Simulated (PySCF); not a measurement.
C5H4.
Geometry (PBE0-D3(BJ)/def2-TZVP, Å), atoms numbered from 1 in this order:
```
atom  x, y, z in Å
C1     2.261    2.047    0.923
C2     1.404    1.268    0.588
C3     0.434    0.388    0.210
C4    -0.424   -0.393   -0.124
C5    -1.451   -1.327   -0.525
H6     3.018    2.734    1.218
H7    -2.446   -0.931   -0.301
H8    -1.399   -1.526   -1.598
H9    -1.339   -2.278    0.003
```

All values: wB97X-D/pcSseg-2 (PySCF, non-relativistic), on one gas-phase PBE0-D3(BJ)/def2-TZVP geometry that isn't relaxed in the solvent. The solvent is an IEF-PCM continuum (cavity from Bondi-type radii × 1.2). The model holds no explicit solvent molecules, cavitation or dispersion.

Gas phase at wB97X-D/pcSseg-2: HOMO -8.94 eV, LUMO 1.27 eV, dipole 1.33 D.

Q: What does the continuum do to the energy, the frontier levels and the dipole at wB97X-D/pcSseg-2 in chloroform?

A: 
```tsv
solvent	ε	E(solvent) − E(gas) (kcal/mol)	polarisation term (kcal/mol)	distortion of the solute (kcal/mol)	HOMO (eV)	LUMO (eV)	dipole (D)
chloroform	4.711	-3.03	-3.44	0.41	-9.05	1.20	1.69
```

Polarisation term: ½ Σ q·V over the induced surface charges. Distortion: the rise of the solute's own energy as its density leaves the gas-phase optimum.

Q: Which radius a makes the point-dipole formula ΔE = −[(ε − 1)/(2ε + 1)]·μ²/a³ give the value in chloroform, with the gas-phase dipole?

A: μ = 0.524 au and |ΔE| = 0.00483 Eh give a = 1.44 Å; the farthest nucleus lies 4.23 Å from the centroid of the nuclei, so such a sphere wouldn't even hold the nuclei. The formula assumes a rigid point dipole at the centre of a sphere.

Q: Give the dipole vector in the frame of the coordinates (D, pointing from negative to positive charge), gas and chloroform.

A: Gas (-0.95, -0.86, -0.37), solvent (-1.20, -1.09, -0.47). Its length changes by +27 % and its direction by less than 1°.

wB97X-D is run here without its empirical dispersion term; that term would change no orbital, density or response property at a fixed geometry.
